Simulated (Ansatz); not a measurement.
Geometry optimisation, RKS B3LYP-D4/def2-SVP in Ansatz 0.2.0.

Input:

```yaml
crystal:
  periodic: [false, false, false]
  atoms:
    - { symbol: O, position_ang: [-1.5341, -0.7688, 1.0133] }
    - { symbol: C, position_ang: [-0.333, -0.9641, 0.3818] }
    - { symbol: C, position_ang: [0.3596, 0.3379, 0.2463] }
    - { symbol: C, position_ang: [0.8971, 0.8526, -0.9025] }
    - { symbol: Cl, position_ang: [1.6575, 2.3281, -1.0199] }
    - { symbol: H, position_ang: [-2.0406, -0.0301, 0.4744] }
    - { symbol: H, position_ang: [0.2669, -1.6496, 1.0155] }
    - { symbol: H, position_ang: [-0.40871, 0.10175, -0.48993] }
    - { symbol: H, position_ang: [0.5773, 0.8917, 1.2297] }
    - { symbol: H, position_ang: [0.6964, 0.3746, -1.843] }
basis:
  gaussian: { orbitals: def2-SVP }
hamiltonian:
  xc: b3lyp
  dispersion: d4
relax:
  f_tol: 0.02
  max_steps: 50
output:
  orbitals: {}
```

Run as:

```bash
$ ansatz run input.yaml --threads 2 --pin off --max-ram 3072MiB --backend cpu --events-out ev --progress --plain --runs-dir out
```

**Question.** Where does it end, and by what steps?

**Answer.** The run converged. After 16 steps the energy has fallen by 5.909 eV; H8 moved furthest, 1.28 Å. Parted: C3–H8 (1.09 → 2.15 Å).

```csv
step,energy less start (eV),largest force component (eV/Å),accepted
0,0.0000,5.015,yes
1,-1.2413,2.901,yes
2,-2.8501,4.269,yes
3,-4.1075,3.507,yes
4,-4.9990,2.340,yes
5,-5.4561,1.286,yes
6,-5.6497,1.279,yes
7,-5.8026,0.360,yes
8,-5.8107,0.807,yes
9,-5.8709,0.227,yes
10,-5.8883,0.140,yes
11,-5.8892,0.435,yes
12,-5.9024,0.248,yes
13,-5.9060,0.143,yes
14,-5.9077,0.053,yes
15,-5.9085,0.037,yes
16,-5.9085,0.019,yes
```

```xyz
10
Properties=species:S:1:pos:R:3
O -1.592 -0.577 1.036
C -0.388 -0.785 0.324
C 0.476 0.445 0.295
C 0.880 1.018 -0.840
Cl 1.868 2.447 -0.906
H -2.056 0.162 0.619
H 0.138 -1.595 0.856
H -0.567 -1.145 -0.710
H 0.754 0.878 1.262
H 0.625 0.627 -1.829
```

Whether the end is a true minimum wasn't checked by a vibrational analysis.

Time of the run: 23 s on 2 threads of INTEL(R) XEON(R) PLATINUM 8581C CPU @ 2.30GHz (Emerald Rapids) (shared host), peak memory 0.23 GiB.
